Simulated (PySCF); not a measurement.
Compound: cyclopentanol, C5H10O.
SMILES: `C1CCCC1O`

Computed with PySCF at wB97X-D/def2-SVPD, non-relativistic, on one gas-phase PBE0-D3(BJ)/def2-SVP geometry that isn't relaxed in the solvent. The solvent is an IEF-PCM continuum (cavity from Bondi-type radii × 1.2), and excitations are vertical TDDFT with non-equilibrium linear response and a frozen core. Only the electrostatic response of the medium enters.

Gas-phase singlets (H = HOMO, L = LUMO):

```csv
state,E (eV),λ (nm),f,leading configuration
S1,7.269,171,0.006,H→L 79%
S2,8.550,145,0.047,H→L+2 62%
S3,8.600,144,0.013,H-1→L 77%
S4,8.858,140,0.003,H→L+1 45%
S5,8.967,138,0.002,H-2→L 53%
```

Problem. How does the list change in chloroform (ε = 4.711)?

Solution. 
| state | E (eV) | λ (nm) | f | leading configuration | change by rank (eV) |
| --- | --- | --- | --- | --- | --- |
| S1 | 7.491 | 166 | 0.009 | H→L 78% | +0.222 |
| S2 | 8.646 | 143 | 0.064 | H→L+2 80% | +0.096 |
| S3 | 8.694 | 143 | 0.015 | H-1→L 82% | +0.094 |
| S4 | 8.900 | 139 | 0.003 | H→L+1 56% | +0.042 |
| S5 | 9.004 | 138 | 0.005 | H-2→L 60% | +0.037 |

Problem. Give the list for methanol (ε = 32.61), n² = 1.77.

Solution. 
| state | E (eV) | λ (nm) | f | leading configuration | change by rank (eV) |
| --- | --- | --- | --- | --- | --- |
| S1 | 7.576 | 164 | 0.010 | H→L 78% | +0.307 |
| S2 | 8.695 | 143 | 0.056 | H→L+2 70% | +0.145 |
| S3 | 8.733 | 142 | 0.015 | H-1→L 80% | +0.133 |
| S4 | 8.911 | 139 | 0.003 | H→L+1 45% | +0.053 |
| S5 | 9.036 | 137 | 0.006 | H-2→L 60% | +0.069 |

Problem. The ground-state energy changes by -0.185 eV from gas to methanol. By how much does the total energy of gas-phase S1 change?

Solution. E(S1) = E(S0) + excitation energy, so it changes by -0.185 + 0.307 = +0.122 eV: it isn't lowered at all, while the ground state is. This is the vertical state, with the slow part of the continuum still set for S0.

Problem. How do the frontier levels move from gas to methanol?

Solution. 
```tsv
orbital	gas (eV)	solvent (eV)	change (eV)
LUMO+2	3.10	3.23	+0.13
LUMO+1	2.96	3.14	+0.18
LUMO	2.20	2.40	+0.20
HOMO	-9.75	-9.75	0.00
HOMO-1	-10.60	-10.53	+0.07
HOMO-2	-11.00	-10.94	+0.06
HOMO-3	-11.39	-11.28	+0.11
```

The HOMO–LUMO gap goes from 11.95 to 12.15 eV. Rows go by rank; for LUMO+1 and LUMO+2 the atom shares or the degeneracy differ between the runs, so the row needn't follow one orbital.

Rough CPU time on one thread of a shared machine: about 40 s. This is the whole response run at wB97X-D/def2-SVPD in methanol, SCF included.

Note: wB97X-D ran without an empirical dispersion term, which enters the total energy and its gradient alone.
